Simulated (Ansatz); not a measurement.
We consider bcc Cs, described by LDA (plane waves, PAW; Ansatz, a first-principles code).

A relaxed, unreconstructed slab of the (110) face has 4 atoms, two equal faces of 23.472 Å² each and an energy of -22019.2078 eV. A bulk cell of 2 atoms with the same orientation and in-plane k mesh has -11009.7330 eV. Energies are extrapolated to zero smearing.

Run with plane-wave cutoff 500 eV, 12×12×1 k mesh (along the axes of the cell as run), Fermi–Dirac smearing 0.1 eV, scalar-relativistic PAW data made under PBE.

Worked out: γ = (E_slab − N E_bulk per atom)/2A = [-22019.2078 − 4 × (-11009.7330/2)]/(2 × 23.472) = 0.0055 eV/Å². With 16.022 J/m² per eV/Å² this is 0.09 J/m², or 0.13 eV per surface cell and face.
